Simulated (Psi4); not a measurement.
# SiPH4 (SMILES [SiH2]P): UMP3/def2-SVPD

What is the energy change on altering one bond length of SiPH4 at UMP3/def2-SVPD? 

Program for the calculation: Psi4 1.11.

## 1. The structure to begin with

SiPH4 has 6 atoms, charge 0, and is taken as a doublet. SMILES: `[SiH2]P`. Geometry: relaxed at GFN2-xTB. This is one conformer, not always the lowest.

Bond lengths: Si1–P2 2.220 Å, Si1–H3 1.467 Å, Si1–H4 1.466 Å, P2–H5 1.384 Å, P2–H6 1.384 Å. Angles: Si1–P2–H5 96.4°, Si1–P2–H6 96.4°, P2–Si1–H3 109.7°, P2–Si1–H4 109.7°, H5–P2–H6 92.6°, H3–Si1–H4 109.1°.

## 2. A single-point energy at UMP3/def2-SVPD

Input file h4psi.in:

```
memory 1600 mb

molecule {
  0 2
  Si
  P 1 2.21961
  H 1 1.4665 2 109.73048
  H 1 1.466478 3 109.14001 2 -120.27962
  H 2 1.384327 1 96.40713 4 -73.69386
  H 2 1.384371 5 92.61215 1 96.73827
  symmetry c1
  no_reorient
  no_com
}

set basis def2-SVPD
set reference uhf
set puream true
set e_convergence 1e-09
set d_convergence 1e-08
set scf_type pk
set num_frozen_docc 10
set maxiter 200
set mp_type conv

result = energy('mp3')
```

Started as:

```console
$ psi4 -i h4psi.in -o h4psi.out -n 1
```

h4psi.out:

```text
[...]
  Running in c1 symmetry.
[...]
  Nuclear repulsion =   83.322966104473281
[...]
  Multiplicity = 2
[...]
  Nalpha       = 17
  Nbeta        = 16
[...]
    Number of basis functions: 80
[...]
   @UHF iter   1:  -631.71749927064809   -4.50363e-01   2.09467e-03 ADIIS/DIIS
[...]
   @UHF iter  14:  -631.76288950748653   -1.65983e-11   7.72686e-09 DIIS
[...]
   @S^2 Observed:                7.588396974E-01
[...]
    Orbital Energies [Eh]
    ---------------------
    Alpha Occupied:
       1A    -79.914770     2A    -68.767713     3A     -7.484777
       4A     -6.139862     5A     -5.384292     6A     -5.383519
       7A     -5.382491     8A     -4.255646     9A     -4.246674
      10A     -4.246572    11A     -0.870622    12A     -0.700444
      13A     -0.543758    14A     -0.487947    15A     -0.461849
      16A     -0.415423    17A     -0.311347
    Alpha Virtual:
      18A      0.085240    19A      0.104363    20A      0.131512
      21A      0.144312    22A      0.151601    23A      0.173840
      24A      0.192607    25A      0.205056    26A      0.215733
[...]
  @UHF Final Energy:  -631.76288950748653
   => Energetics <=
    Nuclear Repulsion Energy =             83.3229661044732808
    One-Electron Energy =               -1040.6387549905593914
    Two-Electron Energy =                 325.5528993785995340
    Total Energy =                       -631.7628895074865341
  UHF NO Occupations:
  HONO-2 :   15  A 1.9992302
  HONO-1 :   16  A 1.9966787
[...]
 Multipole Moments:
 ------------------------------------------------------------------------------------
     Multipole            Electronic (a.u.)      Nuclear  (a.u.)        Total (a.u.)
 ------------------------------------------------------------------------------------
 L = 1.  Multiply by 2.5417464519 to convert [e a0] to [Debye]
 Dipole X            :          0.1668149           -0.3951874           -0.2283725
 Dipole Y            :          0.0864832           -0.2170299           -0.1305467
 Dipole Z            :          1.7261500           -1.8037667           -0.0776167
 Magnitude           :                                                    0.2742641
[...]
	SCS-MP2 Total Energy (a.u.)        :  -631.99268699571905
	SOS-MP2 Total Energy (a.u.)        :  -631.99690741878374
[...]
	SOS-PI-MP2 Total Energy (a.u.)     :  -632.01490879657581
[...]
	MP2 Total Energy (a.u.)            :  -631.98424614958969
[...]
	SCS-MP3 Total Energy (a.u.)        :  -632.00193972600630
[...]
	MP3 Total Energy (a.u.)            :  -632.02125707073867
[...]
```

Wall time 9.3 s (1 thread of Intel Xeon 6975P-C (Granite Rapids), shared host); peak memory 0.47 GiB.

## 3. The distorted shape at the same level

Input file h4psi.py:

```python
import psi4

psi4.set_memory(1600000000)
psi4.set_num_threads(1)
psi4.set_output_file('run.log', False)

molecule = psi4.geometry("""
0 2
Si
P 1 2.5526
H 1 1.4665 2 109.73049
H 1 1.466478 3 109.14001 2 -120.27961
H 2 1.384327 1 96.40714 4 -73.69386
H 2 1.384371 5 92.61215 1 96.73826
units angstrom
symmetry c1
""")

psi4.set_options({
    'reference': 'uhf',
    'puream': True,
    'e_convergence': 1e-09,
    'd_convergence': 1e-08,
    'scf_type': 'pk',
    'num_frozen_docc': 10,
    'maxiter': 200,
    'mp_type': 'conv',
})

energy_value, wavefunction = psi4.energy("mp3/def2-SVPD", return_wfn=True)
print(f'mp3/def2-SVPD energy: {energy_value:.10f} Eh')
```

Started as:

```console
$ python h4psi.py
```

run.log:

```text
[...]
  Running in c1 symmetry.
[...]
  Nuclear repulsion =   75.761807079111875
[...]
  Multiplicity = 2
[...]
  Nalpha       = 17
  Nbeta        = 16
[...]
    Number of basis functions: 80
[...]
   @UHF iter   1:  -631.70956584615658   -7.08624e-01   2.06112e-03 ADIIS/DIIS
[...]
   @UHF iter  16:  -631.75124773662480   -5.34328e-12   5.64127e-09 DIIS
[...]
   @S^2 Observed:                7.605210611E-01
[...]
    Orbital Energies [Eh]
    ---------------------
    Alpha Occupied:
       1A    -79.923737     2A    -68.786008     3A     -7.489207
       4A     -6.153909     5A     -5.388894     6A     -5.387861
       7A     -5.386685     8A     -4.269614     9A     -4.260671
      10A     -4.259957    11A     -0.843191    12A     -0.706124
      13A     -0.530937    14A     -0.496916    15A     -0.436682
      16A     -0.398459    17A     -0.316425
    Alpha Virtual:
      18A      0.074302    19A      0.090903    20A      0.135312
      21A      0.143296    22A      0.152133    23A      0.162642
      24A      0.192243    25A      0.198173    26A      0.209834
[...]
  @UHF Final Energy:  -631.75124773662480
   => Energetics <=
    Nuclear Repulsion Energy =             75.7618070791118754
    One-Electron Energy =               -1025.4261616241337833
    Two-Electron Energy =                 317.9131068083971172
    Total Energy =                       -631.7512477366246912
  UHF NO Occupations:
  HONO-2 :   15  A 1.9990061
  HONO-1 :   16  A 1.9959738
[...]
 Multipole Moments:
 ------------------------------------------------------------------------------------
     Multipole            Electronic (a.u.)      Nuclear  (a.u.)        Total (a.u.)
 ------------------------------------------------------------------------------------
 L = 1.  Multiply by 2.5417464519 to convert [e a0] to [Debye]
 Dipole X            :          0.1830781           -0.3951873           -0.2121092
 Dipole Y            :          0.0958904           -0.2170300           -0.1211396
 Dipole Z            :          1.7312365           -1.9831749           -0.2519384
 Magnitude           :                                                    0.3509104
[...]
	SCS-MP2 Total Energy (a.u.)        :  -631.98124722350690
	SOS-MP2 Total Energy (a.u.)        :  -631.98603780308054
[...]
	SOS-PI-MP2 Total Energy (a.u.)     :  -632.00409857742329
[...]
	MP2 Total Energy (a.u.)            :  -631.97166606435962
[...]
	SCS-MP3 Total Energy (a.u.)        :  -631.99077620067646
[...]
	MP3 Total Energy (a.u.)            :  -632.00978197303812
[...]
```

On the terminal:

```text
mp3/def2-SVPD energy: -632.0097819730 Eh
```

Wall time 8.4 s (1 thread of Intel Xeon 6975P-C (Granite Rapids), shared host); peak memory 0.47 GiB.

## 4. Results

Level: UMP3/def2-SVPD, 10 core orbitals frozen.

```
                                                                   quantity          value
                                                  first shape: total energy  -632.02126 Eh
    first shape: HOMO energy (Hartree–Fock orbitals) (highest over α and β)       -8.47 eV
     first shape: LUMO energy (Hartree–Fock orbitals) (lowest over α and β)        1.10 eV
                  first shape: correlation energy (10 core orbitals frozen)     -258.4 mEh
                             first shape: ⟨S²⟩ of the reference determinant          0.759
                                              distorted shape: total energy  -632.00978 Eh
distorted shape: HOMO energy (Hartree–Fock orbitals) (highest over α and β)       -8.61 eV
 distorted shape: LUMO energy (Hartree–Fock orbitals) (lowest over α and β)        0.87 eV
              distorted shape: correlation energy (10 core orbitals frozen)     -258.5 mEh
                         distorted shape: ⟨S²⟩ of the reference determinant          0.761
         energy change with the Si1–P2 bond stretched from 2.220 to 2.553 Å       0.312 eV
```

**Reading.** With the Si1–P2 bond stretched from 2.220 to 2.553 Å the energy rises by 0.31 eV (30.1 kJ/mol). The first shape isn't relaxed at this level, so the change isn't measured from a minimum.
